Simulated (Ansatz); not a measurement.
# CCSD(T) against full CI for several species

Each species is computed at the geometry given (Å), with frozen cores, in Ansatz 0.2.0: RHF-CCSD(T) for singlets, UHF-CCSD(T) otherwise, and full CI in the same basis. The program picks the determinant by trial CCSD, so it needn't be the lowest Hartree–Fock solution. States: Al2⁺ Πu, HBBe Π, OH Π, SnH⁺ Σ⁺ or Δ. Cases whose determinant has another symmetry than full CI's state, or whose (Q) step broke down, weren't drawn. No spin–orbit coupling is included; scalar relativity enters only through core potentials past Kr.

Question: Judging by size, spin and bonding, rank them by the size of CCSD(T)'s error in total energy against full CI in the same basis, smallest first (an estimate).
A. OH, doublet, cc-pVDZ: O 0.000 0.000 0.000; H 0.000 0.000 1.371
B. Al₂⁺, doublet, cc-pVDZ: Al 0.000 0.000 0.000; Al 0.000 0.000 2.479
C. HBBe, triplet, cc-pVDZ: B 0.000 0.000 0.351; Be 0.000 0.000 -1.891; H 0.000 0.000 1.540
D. SnH⁺, singlet, def2-TZVPP: Sn 0.000 0.000 0.000; H 0.000 0.000 1.760

Answer: D (8.6 meV), A (31.3 meV), C (39.2 meV), B (50.0 meV).

| species | basis | correlated electrons | CCSD(T) − full CI (meV) | CCSDT(Q) − full CI (meV) | unpaired electrons (full CI) | T1 | ⟨S²⟩ of the determinant |
| --- | --- | --- | --- | --- | --- | --- | --- |
| SnH⁺, singlet | def2-TZVPP | 4 | 8.6 | 0.3 | 0.06 | 0.010 | 0.00 |
| OH, doublet | cc-pVDZ | 7 | 31.3 | 0.6 | 1.08 | 0.066 | 1.02 |
| HBBe, triplet | cc-pVDZ | 6 | 39.2 | 0.8 | 2.06 | 0.031 | 2.03 |
| Al2⁺, doublet | cc-pVDZ | 5 | 50.0 | 1.3 | 1.21 | 0.023 | 0.76 |

Unpaired electrons are Σ n²(2−n)² over natural occupations; an open shell counts its own unpaired electrons too. Frozen cores follow each run's orbitals, which moves totals by a few meV.
